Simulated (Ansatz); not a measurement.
**Smallest direct gap on the k points sampled of trigonal Te at several levels of theory**

No measured value is used here.

```json
[
 {"level (code)": "LDA (Ansatz)", "value (eV)": "0.13", "cell (Å³/atom)": "33.89"},
 {"level (code)": "PBEsol (Ansatz)", "value (eV)": "0.15", "cell (Å³/atom)": "33.89"},
 {"level (code)": "RPBE (Ansatz)", "value (eV)": "0.22", "cell (Å³/atom)": "33.89"},
 {"level (code)": "PBE-D3(BJ) (Ansatz)", "value (eV)": "0.03", "cell (Å³/atom)": "32.08"},
 {"level (code)": "rVV10 (Ansatz)", "value (eV)": "0.18", "cell (Å³/atom)": "35.55"},
 {"level (code)": "r²SCAN-D4 (Ansatz)", "value (eV)": "0.43", "cell (Å³/atom)": "34.85"},
 {"level (code)": "B3LYP (VWN-RPA form) (Ansatz)", "value (eV)": "0.95", "cell (Å³/atom)": "33.89"},
 {"level (code)": "HSE06+SOC (Ansatz)", "value (eV)": "0.37", "cell (Å³/atom)": "33.89"},
 {"level (code)": "G0W0@PBE (Ansatz)", "value (eV)": "0.41", "cell (Å³/atom)": "33.89"}
]
```

Computed values are for a static lattice. Levels without +SOC have no spin–orbit coupling; where heavier elements are present it shifts gaps, mostly down, and can invert bands.  G0W0@PBE: a quasiparticle level at a band edge is in doubt. Values are at the measured cell (atoms relaxed with PBEsol); PBE-D3(BJ) at the level's own equilibrium cell; rVV10 at the level's own equilibrium cell; r²SCAN-D4 at the level's own equilibrium cell. Cutoffs and k meshes differ between the levels. Ansatz's density-functional and Hartree–Fock values are scalar-relativistic unless marked +SOC, with PAW data made under PBE.

Ansatz is a program for electronic structure.
